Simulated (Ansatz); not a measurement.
Active spaces for BH₄N, singlet

Calculated in Ansatz's Gaussian-basis code. Basis cc-pVDZ, nonrelativistic, no frozen core. State-specific CASSCF; RHF is the lowest restricted (open-shell) Hartree–Fock solution met. Solutions may break the symmetry of the shape. Lower solutions, or ones in other orbitals, may exist.

Geometry:

```xyz
6

B     0.0000    0.0000   -0.7800
N     0.0000    0.0000    0.6125
H    -0.1597   -1.0332   -1.3584
H     0.1597    1.0332   -1.3584
H     0.2007   -0.8222    1.1647
H    -0.2007    0.8222    1.1647
```

(1) What do CASSCF and its corrections give against RHF in CAS(2,2), and what are the occupations?

## Answers

(1) CASSCF -0.474 eV, SC-NEVPT2 -7.310 eV; occupations 1.98, 0.02.
